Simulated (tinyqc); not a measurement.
Worked calculation: geometry optimisation on the RHF/sto-3g surface (energies and gradients from PySCF), for H2O, spin multiplicity 1. Computed by tinyqc, a small Python program that keeps every step (integrals from PySCF). Settings: charge = 0, multiplicity = 1, basis = sto-3g, optimiser = bfgs, first Hessian = 0.6, largest step = 0.5, iteration cap = 30. Command: `OMP_NUM_THREADS=1 python tinyqc.py 26901 26902 out.jsonl` (the two numbers bound the seeds that draw the settings). One thread of a shared host (Intel(R) Xeon(R) Processor @ 2.60GHz), about 0.7 s of CPU time with the checks.

## Step 1: energy and gradient

positions at the start (bohr), order 1O, 2H, 3H:
$$\begin{pmatrix}
0.0794 & -0.0302 & -0.0208 \\
0.0019 & 1.4438 & 1.1093 \\
-0.0605 & -1.4532 & 1.1055
\end{pmatrix}$$

Self-consistent energy and analytic gradient at these positions.

energy = -74.964519 hartree

gradient (hartree/bohr), order 1O, 2H, 3H:
$$\begin{pmatrix}
-0.003998 & -0.022375 & 0.036297 \\
0.000956 & 0.003368 & -0.009125 \\
0.003042 & 0.019008 & -0.027172
\end{pmatrix}$$

## Step 1: move

Quasi-Newton step p = -H^(-1) g (first H = 0.6 times the unit matrix); steps longer than 0.5 bohr are cut back.

positions after step 1 (bohr), order 1O, 2H, 3H:
$$\begin{pmatrix}
0.0860 & 0.0071 & -0.0813 \\
0.0003 & 1.4381 & 1.1245 \\
-0.0655 & -1.4849 & 1.1508
\end{pmatrix}$$

## Step 2: energy and gradient

As before.

energy = -74.964358 hartree

gradient (hartree/bohr), order 1O, 2H, 3H:
$$\begin{pmatrix}
0.003050 & 0.031959 & -0.024356 \\
0.000128 & 0.001220 & -0.001050 \\
-0.003178 & -0.033179 & 0.025406
\end{pmatrix}$$

## Step 2: move

inverse Hessian in use (bohr^2/hartree):
```
         1        2        3        4        5        6        7        8
1   1.6646  -0.0283   0.0152  -0.0005  -0.0025   0.0042   0.0025   0.0308
2  -0.0283   1.4151   0.2363   0.0014   0.0002  -0.0146   0.0269   0.2514
3   0.0152   0.2363   1.5620   0.0050   0.0256  -0.0464  -0.0203  -0.2619
4  -0.0005   0.0014   0.0050   1.6670   0.0014  -0.0032   0.0001  -0.0028
5  -0.0025   0.0002   0.0256   0.0014   1.6723  -0.0132   0.0011  -0.0058
6   0.0042  -0.0146  -0.0464  -0.0032  -0.0132   1.6966  -0.0010   0.0277
7   0.0025   0.0269  -0.0203   0.0001   0.0011  -0.0010   1.6640  -0.0280
8   0.0308   0.2514  -0.2619  -0.0028  -0.0058   0.0277  -0.0280   1.4211
9  -0.0194  -0.2217   0.1511  -0.0019  -0.0124   0.0165   0.0213   0.2341

         9
1  -0.0194
2  -0.2217
3   0.1511
4  -0.0019
5  -0.0124
6   0.0165
7   0.0213
8   0.2341
9   1.4991
```

Quasi-Newton step p = -H^(-1) g (the inverse Hessian comes from BFGS updates; coordinates in the order x, y, z of each atom); steps longer than 0.5 bohr are cut back.

positions after step 2 (bohr), order 1O, 2H, 3H:
$$\begin{pmatrix}
0.0838 & -0.0183 & -0.0635 \\
0.0001 & 1.4368 & 1.1261 \\
-0.0631 & -1.4582 & 1.1314
\end{pmatrix}$$

## Step 3: energy and gradient

As before.

energy = -74.965807 hartree

gradient (hartree/bohr), order 1O, 2H, 3H:
$$\begin{pmatrix}
0.000352 & -0.002304 & -0.004155 \\
-0.000127 & 0.007576 & 0.003004 \\
-0.000226 & -0.005272 & 0.001151
\end{pmatrix}$$

## Step 3: move

inverse Hessian in use (bohr^2/hartree):
```
         1        2        3        4        5        6        7        8
1   1.6653  -0.0297   0.0074  -0.0006   0.0093   0.0086   0.0020   0.0203
2  -0.0297   1.2933   0.2232  -0.0013   0.1266   0.0420   0.0310   0.2468
3   0.0074   0.2232   1.6404   0.0062  -0.0682  -0.0798  -0.0136  -0.1550
4  -0.0006  -0.0013   0.0062   1.6670   0.0022  -0.0027   0.0003  -0.0009
5   0.0093   0.1266  -0.0682   0.0022   1.6856  -0.0187  -0.0116  -0.1455
6   0.0086   0.0420  -0.0798  -0.0027  -0.0187   1.6899  -0.0060  -0.0232
7   0.0020   0.0310  -0.0136   0.0003  -0.0116  -0.0060   1.6643  -0.0194
8   0.0203   0.2468  -0.1550  -0.0009  -0.1455  -0.0232  -0.0194   1.5654
9  -0.0160  -0.2651   0.1061  -0.0036   0.0869   0.0566   0.0196   0.1782

         9
1  -0.0160
2  -0.2651
3   0.1061
4  -0.0036
5   0.0869
6   0.0566
7   0.0196
8   0.1782
9   1.5040
```

As before.

positions after step 3 (bohr), order 1O, 2H, 3H:
$$\begin{pmatrix}
0.0832 & -0.0138 & -0.0564 \\
0.0003 & 1.4233 & 1.1207 \\
-0.0627 & -1.4491 & 1.1296
\end{pmatrix}$$

## Convergence

Stop when the largest gradient component is below 3e-5 hartree/bohr. The inverse Hessian follows the BFGS update with s = step, y = change of gradient.

Course of the optimisation:
```
step  E (hartree)  largest gradient (hartree/bohr)
1      -74.964519                         3.63e-02
2      -74.964358                         3.32e-02
3      -74.965807                         7.58e-03
4      -74.965841                         7.42e-03
5      -74.965896                         1.35e-03
6      -74.965901                         4.20e-04
7      -74.965901                         4.62e-05
8      -74.965901                         3.68e-06
```

Final distances (angstrom):
```
pair   distance
2H-1O    0.9894
3H-1O    0.9894
3H-2H    1.5162
```

Converged in 8 steps.
